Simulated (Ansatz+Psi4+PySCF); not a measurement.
The numbers below are computed, except where a source is named.
A run of PySCF 2.14.0 on singlet ClF at this shape:

```tsv
atom	x (Å)	y (Å)	z (Å)
F	0.0000	0.0000	-1.0848
Cl	0.0000	0.0000	0.5743
```

Its results:

```json
{
  "Converged": "yes",
  "Reference energy": "-558.90048 hartree",
  "Correlation energy": "-0.44726 hartree",
  "Total energy": "-559.34774 hartree",
  "Spin squared of the determinant": "0.000"
}
```

(1) Which input gives this output? Name the method, the orbitals and the basis set, and write the input.

## Answers

(1) RHF-MP2 in cc-pVTZ on F; cc-pV(T+d)Z on Cl. An unrestricted run that stays on the closed shell gives the same numbers.

```python
from pyscf import gto, scf, mp

# the (T+d) and (D+d) sets load through basis_set_exchange
mol = gto.M(atom="""
F 0.000000 0.000000 -1.084790
Cl 0.000000 0.000000 0.574300
""", basis={'Cl': 'cc-pv(t+d)z', 'F': 'cc-pvtz'}, charge=0, spin=0)
mf = scf.RHF(mol)
mf.kernel()
pt = mp.MP2(mf, frozen=6).run()
print(mf.e_tot, pt.e_corr, pt.e_tot)
```
